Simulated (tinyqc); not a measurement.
Worked calculation: MP2 on RHF in the sto-6g basis, frozen core, for H2F+, spin multiplicity 1. One step of it, computed by the program tinyqc.

Task: Iteration 8 (converged): orbitals. Diagonalise F' = X^T F X, C = X C', fill 5 alpha and 5 beta electrons from the bottom; D = 2 C_occ C_occ^T. Each column has its largest component positive (the first on a tie).

converged F (hartree), lower triangle:
```
             1F 1s      1F 2s     1F 2px     1F 2py     1F 2pz      2H 1s      3H 1s
1F 1s   -26.897117
1F 2s    -6.515779  -3.451080
1F 2px    0.000000   0.000000  -1.005667
1F 2py    0.000000   0.000000   0.000000  -0.931162
1F 2pz   -0.019485  -0.083589   0.000000   0.000000  -0.963820
2H 1s    -1.004754  -1.045040   0.000000  -0.520936  -0.326612  -0.752930
3H 1s    -1.004754  -1.045040   0.000000   0.520936  -0.326612  -0.261546  -0.752930
```

X, lower triangle:
```
            1F 1s      1F 2s    1F 2px     1F 2py     1F 2pz      2H 1s     3H 1s
1F 1s    1.022387
1F 2s   -0.131276   1.131364
1F 2px   0.000000   0.000000  1.000000
1F 2py   0.000000   0.000000  0.000000   1.064229
1F 2pz  -0.004125   0.041770  0.000000   0.000000   1.015825
2H 1s    0.015864  -0.197262  0.000000  -0.160987  -0.075008   1.099134
3H 1s    0.015864  -0.197262  0.000000   0.160987  -0.075008  -0.054355  1.099134
```

Give: F' = X^T F X; orbital energies; coefficients C; D after iteration 8.

Result:

F' = X^T F X (hartree), lower triangle:
```
          1        2        3        4        5        6        7
1  -26.4822
2   -3.2031  -2.1941
3    0.0000   0.0000  -1.0057
4    0.0000   0.0000   0.0000  -0.7231
5   -0.0305   0.0301   0.0000   0.0000  -0.9057
6   -0.1361  -0.4362   0.0000  -0.4157  -0.2299  -0.3707
7   -0.1361  -0.4362   0.0000   0.4157  -0.2299  -0.0556  -0.3707
```

orbital energies (hartree): MO1 -26.9003, MO2 -2.0041, MO3 -1.1414, MO4 -1.0213, MO5 -1.0057, MO6 -0.0827, MO7 0.1032

coefficients C:
```
            MO1      MO2      MO3      MO4     MO5      MO6      MO7
1F 1s    0.9971  -0.2393   0.0000   0.0510  0.0000   0.0942   0.0000
1F 2s    0.0128   0.9607   0.0000  -0.2742  0.0000  -0.6153   0.0000
1F 2px   0.0000   0.0000   0.0000   0.0000  1.0000   0.0000   0.0000
1F 2py   0.0000   0.0000   0.7351   0.0000  0.0000   0.0000   0.8025
1F 2pz   0.0014   0.0802   0.0000   0.9032  0.0000  -0.4720   0.0000
2H 1s   -0.0022   0.0773   0.3417   0.1986  0.0000   0.7383  -0.7579
3H 1s   -0.0022   0.0773  -0.3417   0.1986  0.0000   0.7383   0.7579
```

D after iteration 8, lower triangle:
```
          1F 1s    1F 2s  1F 2px   1F 2py  1F 2pz    2H 1s   3H 1s
1F 1s    2.1083
1F 2s   -0.4624   1.9965
1F 2px   0.0000   0.0000  2.0000
1F 2py   0.0000   0.0000  0.0000   1.0809
1F 2pz   0.0564  -0.3411  0.0000   0.0000  1.6443
2H 1s   -0.0212   0.0396  0.0000   0.5024  0.3712   0.3244
3H 1s   -0.0212   0.0396  0.0000  -0.5024  0.3712  -0.1426  0.3244
```
